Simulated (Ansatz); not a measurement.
I need a search for lower mean-field states of O2. Use the Ansatz DFT code, driven from Python. Settings (for the species named): Hartree-Fock, def2-SVP basis, multiplicity 3.

```yaml
atoms:
  - { symbol: O, position_ang: [0.0000, 0.0000, 0.0000] }
  - { symbol: O, position_ang: [0.0000, 0.0000, 1.2000] }
```

`o2_states.py`
```python
import ansatz as az
import numpy as np

GEOMETRY = """
O     0.00000    0.00000    0.00000
O     0.00000    0.00000    1.20000
"""

geometry = az.Crystal.molecule()
for line in GEOMETRY.strip().splitlines():
    symbol, *xyz = line.split()
    geometry = geometry.atom(symbol, [float(v) for v in xyz])
symbols = [site.symbol for site in geometry.cartesian_sites]

start = np.array([site.position_ang for site in geometry.cartesian_sites])
for factor in [1.0, 1.3]:
    xyz = (start - start.mean(axis=0)) * factor
    scaled = az.Crystal.molecule()
    for symbol, place in zip(symbols, xyz):
        scaled = scaled.atom(symbol, place.tolist())
    base = (
        scaled.calculation()
        .basis(gaussian="def2-SVP")
        .functional("hf")
        .spin("collinear", total=2)
    )
    for search in ("off", "standard"):
        try:
            summary = base.scf(lower_state_search=search).run(threads=1, pin="off").report
        except az.AnsatzError as error:
            print(f"x{factor} search {search}: {type(error).__name__}")
            continue
        state = summary["mean_field"]["state"]
        print(f"all distances x{factor}, search {search:8s} E = {summary['free_energy_ev']:.5f} eV  <S^2> = {abs(state['spin_squared']):.3f}  other states met: {len(summary['mean_field']['others'])}")
```

```console
$ python o2_states.py
all distances x1.0, search off      E = -4067.88002 eV  <S^2> = 2.033  other states met: 0
all distances x1.0, search standard E = -4067.88002 eV  <S^2> = 2.033  other states met: 0
all distances x1.3, search off      E = -4063.56538 eV  <S^2> = 2.047  other states met: 0
all distances x1.3, search standard E = -4065.38162 eV  <S^2> = 2.320  other states met: 13
```

Caveats:
- These settings explore the input space; basis and method may be short of convergence.
- The count of other states can hold repeated and symmetry-equivalent ends of the search; scaling all distances is a test, and for more than two atoms no physical path.
- The run takes the species as open-shell (spin multiplicity 3), which needn't be its ground state.
- The expectation value of S² is noticeably off S(S+1) in at least one run, so that state is spin-contaminated.
- The spin state was assumed, and another may lie lower.
- Wall time of the script: 1.2 s on 1 thread of Arm Neoverse V1 (shared host), peak memory 0.12 GiB.
